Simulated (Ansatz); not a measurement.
# C2H6N: the cost of one run

Program: Ansatz 0.2.0, Gaussian basis. Level of theory: RKS PBE-D4/def2-SVP. These are calculated values, not measurements.

Levels: PBE-D4, revPBE-D4, BLYP-D4, r2SCAN-D4, B97M-V, PBE0-D4, B3LYP-D4, HSE06-D4, wB97X-V, wB97M-V, B2PLYP, Hartree-Fock, MP2, CCSD, CCSD(T). The reference is CCSD(T) extrapolated to the basis limit.

Cores are frozen in the correlated methods. B3LYP uses VWN-RPA correlation. B2PLYP carries no dispersion term here.

176 further runs of the same task are left out: 176 set aside as unsound or not needed.

## Step 1: The starting structure

The pair, from a GFN2-xTB docking trial: 9 atoms, charge 1, spin multiplicity 1.

Atoms are counted from 1 here; the program's logs count them from 0.

Bond lengths: N1–H2 1.025 Å, N1–H3 1.026 Å, N1–H4 1.025 Å, N1–H5 1.090 Å, C6–C7 1.203 Å, C6–H8 1.055 Å, C7–H9 1.053 Å. Angles: H2–N1–H3 109.0°, H2–N1–H4 109.0°, H2–N1–H5 110.1°, H3–N1–H4 109.0°, H3–N1–H5 110.1°, H4–N1–H5 109.5°, C7–C6–H8 166.1°, C6–C7–H9 176.2°.

Geometry (Å):

| atom | x (Å) | y (Å) | z (Å) |
| --- | --- | --- | --- |
| N1 | 0.04850 | -0.01630 | -1.34200 |
| H2 | 0.99260 | -0.24300 | -1.67130 |
| H3 | -0.62290 | -0.65090 | -1.78810 |
| H4 | -0.17550 | 0.94790 | -1.60810 |
| H5 | -0.00380 | -0.11700 | -0.25780 |
| C6 | -0.15900 | -0.52790 | 1.41710 |
| C7 | 0.04830 | 0.58500 | 1.82510 |
| H8 | -0.35440 | -1.55930 | 1.30830 |
| H9 | 0.22620 | 1.58150 | 2.11670 |

Atoms 1 to 5 are fragment A (NH4+), the rest fragment B (C2H2).

## Step 2: A first relaxation in a small basis

pre/in.yaml

```yaml
crystal:
  periodic: [false, false, false]
  atoms:
    - {symbol: N, position_ang: [0.048500, -0.016300, -1.342000]}
    - {symbol: H, position_ang: [0.992600, -0.243000, -1.671300]}
    - {symbol: H, position_ang: [-0.622900, -0.650900, -1.788100]}
    - {symbol: H, position_ang: [-0.175500, 0.947900, -1.608100]}
    - {symbol: H, position_ang: [-0.003800, -0.117000, -0.257800]}
    - {symbol: C, position_ang: [-0.159000, -0.527900, 1.417100]}
    - {symbol: C, position_ang: [0.048300, 0.585000, 1.825100]}
    - {symbol: H, position_ang: [-0.354400, -1.559300, 1.308300]}
    - {symbol: H, position_ang: [0.226200, 1.581500, 2.116700]}
basis:
  gaussian: {orbitals: def2-SVP}
total_charge: 1
hamiltonian: {xc: pbe, dispersion: d4}
relax: {f_tol: 0.03, max_steps: 250}
```

Launch:

```
$ ansatz run in.yaml --threads 2 --pin off --events-out ev --progress --plain --max-ram 5222MiB
```

**Question.** How long does this run take on 2 threads of Arm Neoverse V1, shared host?

About 6.5 s.
